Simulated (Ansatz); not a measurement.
# FH₂NSi: basis-set convergence

How large a basis does FH₂NSi need? Two functionals are run in growing sets.

Computed with Ansatz 0.2.0, Gaussian basis. Level: one geometry, several basis sets.

Plan: PBE0-D4/def2-SVP; ωB97M-V/def2-SVP; PBE0-D4/def2-QZVPP; ωB97M-V/def2-QZVPP; the functionals' def2-TZVPP values are taken from earlier runs.

## (1) The geometry

All runs share one geometry, relaxed beforehand with PBE0-D4 in a triple-zeta def2 set.

SMILES `N[Si]F`, 5 atoms, charge 0, spin multiplicity 1.

Atoms are counted from 1 here; the program's logs count them from 0.

Bond lengths: N1–Si2 1.702 Å, N1–H4 1.010 Å, N1–H5 1.008 Å, Si2–F3 1.622 Å. Angles: Si2–N1–H4 125.0°, Si2–N1–H5 122.2°, H4–N1–H5 112.8°, N1–Si2–F3 98.5°.

## (2) PBE0-D4 in def2-SVP

Input file in.yaml:

```yaml
crystal:
  periodic: [false, false, false]
  atoms:
    - {symbol: N, position_ang: [-0.421316, 0.240078, -0.331101]}
    - {symbol: Si, position_ang: [0.136060, -1.133622, 0.505086]}
    - {symbol: F, position_ang: [1.565377, -0.548773, 1.001534]}
    - {symbol: H, position_ang: [0.085433, 1.109563, -0.420886]}
    - {symbol: H, position_ang: [-1.315653, 0.259055, -0.796032]}
basis:
  gaussian: {orbitals: def2-SVP}
hamiltonian: {xc: pbe0, dispersion: d4}
output: {orbitals: {seedname: orbitals}}
```

After this run come: ωB97M-V in def2-SVP; PBE0-D4 in def2-QZVPP; ωB97M-V in def2-QZVPP.

Before running them: what should the planned runs give, taken together? Wanted: PBE0-D4: double and triple zeta above quadruple; ωB97M-V: double and triple zeta above quadruple.

The runs gave:

| quantity | value |
| --- | --- |
| PBE0-D4: double and triple zeta above quadruple | 8.79, 0.53 eV |
| ωB97M-V: double and triple zeta above quadruple | 8.90, 0.50 eV |

What this shows: PBE0-D4 gains 8.26 eV from double to triple zeta, then 0.53 eV more. Total energies overstate the basis error of differences, where much of it tends to cancel. The LUMO of ωB97M-V is positive and keeps falling with the basis (1.28 to 0.70 eV): an unbound level that the basis holds in place.
